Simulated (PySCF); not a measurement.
## Two structures, one formula

The two ends of one reaction step of CH5BO, closed shell (PBE0-D4/def2-TZVP).

A:

B1  (-0.499, -0.473, -0.350)
O2  (-0.451, -1.637, 0.343)
C3  (0.363, 0.783, 0.009)
H4  (0.984, 1.067, -0.848)
H5  (-1.260, -0.467, -1.277)
H6  (0.167, -1.613, 1.079)
H7  (-0.289, 1.644, 0.193)
H8  (1.018, 0.660, 0.877)
(Å)

B:

B1  (-0.621, -0.118, -0.136)
O2  (0.589, -1.130, -0.499)
C3  (-0.181, 1.155, 0.284)
H4  (1.403, -0.688, -0.221)
H5  (-1.634, -0.719, -0.316)
H6  (0.514, -1.965, -0.022)
H7  (-0.879, 1.946, 0.537)
H8  (0.862, 1.462, 0.366)
(Å)

Computed with PySCF 2.14 with density fitting (its default auxiliary sets; JK sets also for MP2 and CCSD(T)) (basis: def2-TZVPP); correlated methods freeze the cores. B3LYP uses VWN-RPA correlation.

Problem. Which structure is lower at CCSD(T), and by how much? (An estimate is asked for; the value comes from the calculation.)

Solution. By the calculation: A, by 2.827 eV (electronic energy, against the other). By their contacts, A is CH₅BO ([CH3][BH][OH]) and B is CH₅BO ([CH2][BH][OH2]).

All methods give the same order:

| method | E(B) − E(A) (eV) |
| --- | --- |
| SPW92 | 2.696 |
| PBE-D4 | 2.769 |
| r2SCAN-D4 | 2.854 |
| PBE0-D4 | 2.865 |
| B3LYP-D4 | 2.865 |
| BHLYP-D4 | 2.975 |
| wB97M-V | 2.835 |
| HF | 3.128 |
| MP2 | 2.853 |
| CCSD | 2.882 |
| CCSD(T) | 2.827 |

T1 diagnostic: at most 0.013.

Labels in which every atom is bracketed show which atoms are joined, not bond orders.

For scale, one of the runs: CCSD(T)/def2-TZVPP, 163 basis functions, launched by `OMP_NUM_THREADS=4 python run.py`. Time: 120 s of wall clock on 4 CPU threads of an Arm Neoverse V2; the host was shared. Peak host memory: 1.2 GiB.
